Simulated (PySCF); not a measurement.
Homolysis of single bonds, series Si Cl-Br. Isolated molecules, 0 K electronic values unless said otherwise. Strings in code marks are SMILES.

The highest occupied spin orbital from two functionals at the same geometries (B3LYP-D3(BJ)/def2-TZVP), both in PySCF: PBE-D3(BJ)/def2-TZVP and B3LYP-D3(BJ)/def2-TZVP. B3LYP has the VWN-RPA correlation part, as in Gaussian. 

```tsv
species	PBE-D3(BJ)/def2-TZVP (eV)	B3LYP-D3(BJ)/def2-TZVP (eV)
radical fragment (`[Si](Cl)(Cl)Cl`)	-5.93	-6.86
radical fragment (`[Cl]`)	-8.04	-9.27
radical fragment (`Cl[Si](Cl)Br`)	-5.90	-6.81
radical fragment (`[Br]`)	-7.43	-8.51
```

Over these rows, drawn at random from the members with no instability flagged (it was tested for open shells, ions and some series alone), PBE minus B3LYP-D3(BJ): mean +1.04 eV, from +0.91 eV to +1.23 eV.
